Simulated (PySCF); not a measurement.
Compound: (H2B-mu-H)3.
Hydrogens: H2, H3, H4, H12 on B1; H4, H6, H7, H8 on B5; H8, H10, H11, H12 on B9.

A linear-response calculation (PySCF, def2-SVPD basis, gas phase, vertical, core orbitals frozen in the response) gave these numbers; the functional is withheld.

Orbital energies (eV): HOMO-3 -11.84, HOMO-2 -11.69, HOMO-1 -11.17, HOMO -10.83, LUMO 1.00, LUMO+1 1.23, LUMO+2 1.25.

```csv
state,E (eV),f,"main configurations (H = HOMO, L = LUMO)"
S1,8.57,0.0070,"H→L+3 (43%), H→L (41%), H→L+1 (8%)"
S2,8.74,0.0094,"H→L+4 (66%), H→L+2 (15%)"
S3,8.95,0.0070,"H-1→L+3 (42%), H-1→L (37%)"
S4,8.98,0.0065,"H-1→L+4 (50%), H→L+3 (18%), H→L+1 (11%)"
S5,9.12,0.011,"H→L+3 (32%), H→L (29%), H-1→L+4 (23%)"
S6,9.26,0.025,"H→L+1 (40%), H-1→L+3 (14%), H→L+4 (11%)"
```

Triplets (Tamm–Dancoff): T1 8.17 eV, H→L+3 (52%), H→L (31%), H→L+1 (9%); T2 8.24 eV, H→L+4 (73%), H→L+2 (10%); T3 8.40 eV, H-1→L+3 (46%), H-1→L (24%); T4 8.53 eV, H-1→L+4 (73%).

Vertical ionisation energy by ΔSCF with the same functional: 11.90 eV. Mean static polarisability: 52.3 au.

Question: Name the functional.
A. PBE
B. CAM-B3LYP
C. HF
D. B3LYP

Answer: B. CAM-B3LYP is range-separated, 19% exact exchange at short range and 65% at long range (ω = 0.33 bohr⁻¹). In this run −ε(HOMO) = 10.83 eV differs from the ΔSCF value by -1.06 eV, and S1 differs from the orbital gap of 11.83 eV by -3.26 eV. The ratio −ε(HOMO)/IP is 0.91. Small neutral molecules mostly give 0.85 to 0.93 with CAM-B3LYP, 0.5 to 0.7 with PBE, 0.67 to 0.83 with B3LYP; Hartree–Fock can't fall below 1, since the ion's relaxation only lowers the ΔSCF value.

Computed, not measured: TDDFT CAM-B3LYP/def2-SVPD, vertical, gas phase, core orbitals frozen in the response in PySCF. Isolated species at its PBE0-D3(BJ)/def2-SVP geometry, gas phase.

On Intel Xeon at 2.70 GHz, one thread, shared host with 64 logical CPUs at a one-minute load of 62, this took 83 s (grids of density and orbitals included) and 0.65 GiB of memory at its peak.
